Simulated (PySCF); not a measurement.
PySCF input (BP86/6-31G* (5d)):

```python
from pyscf import gto, dft

mol = gto.M(
    atom='''
    S     0.00108380    0.01823548    1.13620484
    C     0.00261406    1.29542196   -0.04692498
    C    -0.00253788   -1.20240713   -0.07753578
    C     0.00033218    0.73061502   -1.26663996
    C    -0.00262290   -0.67651780   -1.34119242
    H     0.00501141    2.32821230    0.25581372
    H    -0.00440903   -2.24242826    0.20719009
    H    -0.00465585   -1.26022405   -2.24852233
    ''',
    basis='6-31g*',
    charge=0,
    spin=1,
    verbose=4,
)

mf = dft.UKS(mol, xc='bp86')
mf.grids.level = 3
mf.conv_tol = 1e-9
mf.max_cycle = 100
mf.max_memory = 1500
mf.kernel()
if not mf.converged:
    mf = mf.newton()
    mf.kernel(mf.make_rdm1())
mo, _, stable, _ = mf.stability(return_status=True)
if not stable:
    mf.kernel(mf.make_rdm1(mo, mf.mo_occ))
    stable = mf.stability(return_status=True)[2]
mf.dip_moment()
```

Task: What final total energy does it give?

Result: -552.32881 Eh.
